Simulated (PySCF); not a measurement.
# A complex of ammonium and dinitrogen

A gas-phase complex of ammonium and dinitrogen; charge +1, singlet. The structure comes from a short search (a few tight-binding starts) and was relaxed by PBE0-D3(BJ)/def2-SVPD; another way of binding may lie lower. No frequency run checks that it is a minimum.

Parts: 1 = ammonium ([NH4+]), atoms 1–5, charge +1; 2 = dinitrogen (N#N), atoms 6–7.

| atom | part | x (Å) | y (Å) | z (Å) |
| --- | --- | --- | --- | --- |
| N1 | 1 | -0.093 | -0.066 | -0.001 |
| H2 | 1 | -0.583 | -0.869 | -0.410 |
| H3 | 1 | -0.480 | 0.801 | -0.391 |
| H4 | 1 | -0.226 | -0.068 | 1.016 |
| H5 | 1 | 0.921 | -0.123 | -0.222 |
| N6 | 2 | 3.888 | -0.197 | -0.904 |
| N7 | 2 | 2.820 | -0.176 | -0.656 |

Contacts between parts, classed by geometry: H5···N7 1.949 Å (hydrogen bond, 178°).

Interaction energies are complex less parts, with the parts frozen as they stand in it; counterpoise-corrected, in kcal/mol (PySCF). The CCSD(T) estimate is Hartree-Fock/aug-cc-pVTZ, plus the MP2 correlation part extrapolated as X⁻³ from aug-cc-pVDZ and aug-cc-pVTZ, plus CCSD(T) less MP2 in aug-cc-pVDZ; noble-gas cores are frozen. It isn't the exact limit.

(1) Give the interaction energy at each level run.

(2) What holds them together? Decompose the MP2/aug-cc-pVTZ energy: frozen parts, their antisymmetrised product, then relaxation.

Results:

(1) 
```json
{"level": "Hartree-Fock/aug-cc-pVTZ", "interaction": "-3.29", "superposition error removed": "-"}
{"level": "MP2/aug-cc-pVTZ", "interaction": "-5.80", "superposition error removed": "-0.59"}
{"level": "CCSD(T), estimated basis limit", "interaction": "-5.69", "superposition error removed": "-"}
```

(2) electrostatic -4.7, Pauli repulsion +7.3, orbital relaxation -6.1, correlation -3.0 kcal/mol, which sum to the value before the counterpoise correction, the first three by Hartree-Fock. Of the attraction, 44 % is orbital relaxation, 34 % is electrostatic, 22 % is correlation.
